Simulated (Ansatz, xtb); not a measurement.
# H6OSi2+: where a starting geometry ends

The starting geometry of this gas-phase doublet has its atoms placed at random.

```xyz
9

O     0.2132    0.2973    1.1580
Si   -1.0309   -0.0827   -0.7132
Si    0.5376    2.2638    0.0822
H     1.3535    0.7847    1.0211
H    -0.2408    1.2456    1.5854
H    -0.5070   -1.4835    0.3859
H     0.3552   -0.8954    1.2770
H    -2.0600   -1.1780    0.4861
H    -1.1789   -1.0685   -1.4357
```

Task: Guess where an optimisation with r2SCAN-D4/def2-SVP ends from this start.

Result: It falls apart into H4OSi2 + H2 (formulas without charges). Distances that change by over a tenth: O1–H5 (1.13 → 0.98 Å), Si2–H9 (1.23 → 1.48 Å). Contacts that open: O1–H7 (1.21 → 4.42 Å). Contacts that close: O1–Si3 (2.26 → 1.96 Å), O1–H4 (1.25 → 0.97 Å), Si2–Si3 (2.93 → 2.33 Å), Si2–H8 (1.92 → 1.49 Å), H6–H7 (1.37 → 0.76 Å).

The energy falls by 9.25 eV over 27 steps:

```csv
step,E − E(last) (eV)
1,9.253
4,2.560
7,0.800
10,0.292
13,0.113
15,0.068
18,0.017
21,0.004
24,0.001
27,0.000
```

Final geometry (Å):

```xyz
9

O     0.5700    1.5867    1.6193
Si   -1.0376   -0.1363   -0.4174
Si    0.7015    1.4067   -0.3233
H     1.1609    2.2158    2.0728
H    -0.0399    1.1892    2.2685
H    -0.5823   -2.7917   -0.2101
H     0.0949   -2.4469   -0.1331
H    -1.9307   -0.5228    0.7155
H    -1.4948   -0.6173   -1.7456
```

From the same start GFN2-xTB reaches the same bonding as this run.

From so rough a start the end depends on the optimiser's path, so another program may land elsewhere. The end wasn't checked by frequencies. Open shells are spin-unrestricted. Run with Ansatz 0.2.0, 6.2 min on 1 thread of Intel(R) Xeon(R) Processor @ 2.50GHz (Skylake/Cascade Lake) (shared host).
